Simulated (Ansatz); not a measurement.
Reaction: CHN (formonitrile, SMILES C#N) → CHN (methanidylidyneazanium, SMILES [NH+]#[C-])
Each species at its own B3LYP-D3(BJ)/def2-TZVP minimum (Ansatz, a quantum-chemistry and plane-wave program).

Quantity: isomerisation energy (electronic), in kJ/mol. Radicals and triplets start from unrestricted determinants; spin-orbit coupling is neglected. CBS(X,Y): correlation extrapolated as X^-3, Hartree-Fock from the larger set (Q,5: extrapolated as (X+1)exp(-9√X)). A bracket is a step between two methods taken in the basis named. Functionals run without relativity, which enters their misses. Double hybrids freeze cores in their MP2 part. '+ core + X2C': CCSD(T) terms for core correlation (cc-pwCVTZ) and scalar relativity (cc-pVTZ-DK).

CCSD(T)/CBS(cc-pVQZ,cc-pV5Z) + [CCSDT(Q) - CCSD(T)]/cc-pVQZ + [CCSDTQ - CCSDT(Q)]/cc-pVDZ + core + X2C (Ansatz) gives 63.4 kJ/mol.

**Question.** How far off this value is PBE/def2-TZVPD (Ansatz), in which direction, and which of these levels come nearer: r2SCAN/def2-TZVPD, B3LYP/def2-TZVPD, PBE0/def2-TZVPD, B2PLYP/def2-TZVPD, CCSD(T)/CBS(cc-pVQZ,cc-pV5Z) + core + X2C?

**Answer.** PBE gives 62.9 kJ/mol, 0.5 kJ/mol below it. Differences of the others: r2SCAN/def2-TZVPD (Ansatz) -2.2; B3LYP/def2-TZVPD (Ansatz) -4.2; PBE0/def2-TZVPD (Ansatz) -5.3; B2PLYP/def2-TZVPD (Ansatz) 1.7; CCSD(T)/CBS(cc-pVQZ,cc-pV5Z) + core + X2C (Ansatz) -0.1 kJ/mol. Nearer than PBE: CCSD(T)/CBS(cc-pVQZ,cc-pV5Z) + core + X2C.
